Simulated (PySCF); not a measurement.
ClNa. Atoms are numbered in the order given.

```xyz
2

Na     0.0000     0.0000    -1.4381
Cl     0.0000     0.0000     0.9305
```
Charge 0, spin multiplicity 1.

The structure is a stationary point at B3LYP-D3(BJ)/def2-TZVPD.

Computed with B3LYP-D3(BJ)/def2-TZVPD in PySCF 2.14.0.

Frequencies are harmonic and unscaled.

Computed normal modes with their intensities:
```csv
mode,ν (cm⁻¹),IR (km/mol),moving atoms (share of kinetic energy)
1,357,48.7,"Na 61 %, Cl 39 %"
```
